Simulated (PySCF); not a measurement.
# Orbital picture of SiP⁺

B2PLYP at R = 2.238 Å; Si x2c-SVPall, P x2c-SVPall; spin-free X2C with a Gaussian nucleus (PySCF 2.14). State: ³Σ⁻ (triplet), unpaired electrons π ↑↑. Only the outer orbitals are listed, counted within each symmetry.

| spin | orbital | occ. | ε (eV) | on Si (%) | main shells (%) |
| --- | --- | --- | --- | --- | --- |
| α | 7σ | 1 | -26.40 | 22 | 73 P s, 16 Si s |
| α | 8σ | 1 | -19.93 | 66 | 67 Si s, 22 P s, 10 P p |
| α | 3π | 1 | -15.08 | 21 | 79 P p, 19 Si p |
| α | 3π | 1 | -15.08 | 21 | 79 P p, 19 Si p |
| α | 9σ | 1 | -14.58 | 51 | 45 P p, 36 Si p, 14 Si s |
| α | 4π | 0 | -8.06 | 80 | 80 Si p, 20 P p |
| α | 4π | 0 | -8.06 | 80 | 80 Si p, 20 P p |
| α | 10σ | 0 | -3.97 | 72 | 65 Si p, 32 P p |
| β | 7σ | 1 | -24.03 | 35 | 60 P s, 28 Si s |
| β | 8σ | 1 | -18.97 | 59 | 57 Si s, 32 P s, 9 P p |
| β | 9σ | 1 | -14.25 | 50 | 45 P p, 38 Si p, 10 Si s |
| β | 3π | 0 | -9.37 | 57 | 56 Si p, 42 P p |
| β | 3π | 0 | -9.37 | 57 | 56 Si p, 42 P p |
| β | 4π | 0 | -6.48 | 44 | 56 P p, 43 Si p |

Q: Which are the highest filled and the lowest empty level, where do they sit, and how wide is the gap?

A: Highest filled β 9σ at -14.25 eV (in %: 45 P p, 38 Si p, 10 Si s); lowest empty β 3π at -9.37 eV (in %: 56 Si p, 42 P p); the gap at B2PLYP is 4.88 eV.

* bond order (Mayer): 1.57
* ⟨S²⟩: 2.007
* charge on Si (Mulliken, basis-dependent): 0.75
* charge on Si (Löwdin, basis-dependent): 0.66
* dipole moment (positive dipole points towards P; it is taken about the centre of mass and depends on that origin): -2.15 D

Correlated steps freeze 10 core orbitals. B2PLYP dipoles, levels and charges come from its SCF part alone. The state was picked by a PBE0 search and need not be the measured ground state.
